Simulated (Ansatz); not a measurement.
Geometry optimisation, RKS PBE0/def2-SVP in Ansatz 0.2.0.

Input:

```yaml
crystal:
  periodic: [false, false, false]
  atoms:
    - { symbol: Al, position_ang: [-0.611518, 0.259092, -0.660452] }
    - { symbol: O, position_ang: [1.382809, -0.441018, 1.427732] }
    - { symbol: Si, position_ang: [0.091942, -0.258852, 2.486061] }
    - { symbol: H, position_ang: [-1.164098, -0.026688, 1.668613] }
    - { symbol: H, position_ang: [-0.028407, -1.536478, 3.235031] }
    - { symbol: H, position_ang: [0.249378, 0.935078, 3.377044] }
    - { symbol: H, position_ang: [1.632481, 0.382932, 0.952059] }
    - { symbol: H, position_ang: [-1.208787, -1.294766, -0.756788] }
basis:
  gaussian: { orbitals: def2-SVP }
hamiltonian:
  xc: pbe0
relax:
  f_tol: 0.03
  max_steps: 50
```

Command:

```bash
$ ansatz run input.yaml --threads 1 --pin off --max-ram 2048MiB --backend cpu --events-out ev --progress --plain --runs-dir out
```

**Question.** Where does it end, and by what steps?

**Answer.** The forces met the threshold. After 13 steps the energy has fallen by 0.620 eV; H8 moved furthest, 1.36 Å. Joined: Al1–O2 (2.97 → 1.97 Å).

```tsv
step	energy less start (eV)	largest force component (eV/Å)	accepted
0	0.0000	0.750	yes
1	-0.0441	0.645	yes
2	-0.0918	0.904	yes
3	-0.1696	1.139	yes
4	-0.2366	0.383	yes
5	-0.3069	0.472	yes
6	-0.3845	0.398	yes
7	-0.4690	0.395	yes
8	-0.5311	0.587	yes
9	-0.5791	0.402	yes
10	-0.5874	0.531	yes
11	-0.6094	0.466	yes
12	-0.6154	0.201	yes
13	-0.6200	0.028	yes
```

```xyz
8
Properties=species:S:1:pos:R:3
Al 0.171 -0.552 -0.816
O 0.896 0.182 0.856
Si -0.251 -0.323 2.115
H -1.566 0.381 2.178
H -0.226 -1.752 2.544
H 0.543 0.366 3.218
H 1.665 0.712 1.104
H -0.888 -0.996 0.530
```

Whether the end is a true minimum wasn't checked by a vibrational analysis.

Time of the run: 38 s on 1 thread of Arm Neoverse V1 (shared host), peak memory 0.16 GiB.
